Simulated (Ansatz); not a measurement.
## PH (SMILES [PH]): the energy, rung by rung

PH has 2 atoms, charge 0, and is taken as a triplet. SMILES: `[PH]`. The coordinates come from a PBE0-D4/def2-TZVP relaxation.

```tsv
atom	x (Å)	y (Å)	z (Å)
P	0.0000	0.0000	-0.0146
H	0.0000	0.0000	1.4137
```

Quantity: the energy change with the P1–H2 bond stretched from 1.428 to 3.498 Å, in eV. The values are calculated.

```csv
level,kind,program,value (eV),less FCI/cc-pVDZ,CPU time (all runs)
UPBE/cc-pVDZ,GGA,Ansatz,3.11,+0.35,1.7 s
U-r2SCAN/cc-pVDZ,meta-GGA,Ansatz,3.09,+0.33,5.3 s
UB3LYP/cc-pVDZ,global hybrid,Ansatz,3.18,+0.42,1.7 s
U-wB97X/cc-pVDZ,range-separated hybrid,Ansatz,3.18,+0.42,8.2 s
RPA@PBE/cc-pVDZ,RPA,Ansatz,2.93,+0.17,4.5 s
UBCCD(T)/cc-pVDZ,coupled cluster or CI,Ansatz,2.77,+0.01,1.1 s
UCCSD(T)/cc-pVDZ,coupled cluster or CI,Ansatz,2.77,+0.01,0.86 s
FCI/3-21G,exact in the basis,Ansatz,2.19,-0.57,0.94 s
FCI/cc-pVDZ,exact in the basis,Ansatz,2.76,0.00,2.1 s
```

FCI/cc-pVDZ is exact within its basis and frozen core, so for wave-function methods in that basis the difference is their error; functionals converge differently with the basis, so for them it is only a difference. The first shape isn't each level's own minimum. The values span 2.19 to 3.18 eV. Spin contamination of the reference (⟨S²⟩ at least 0.1 too high) touches UPBE/cc-pVDZ, U-r2SCAN/cc-pVDZ, UB3LYP/cc-pVDZ, U-wB97X/cc-pVDZ, RPA@PBE/cc-pVDZ, UBCCD(T)/cc-pVDZ, UCCSD(T)/cc-pVDZ. High-level rows in very small sets aren't better than simpler rows in larger ones. Without the sets that lack polarisation functions the rows with a basis span only 2.76 to 3.18 eV. Times are those of the runs behind each value, whatever else they computed, on shared processors of several kinds: orders of magnitude only.
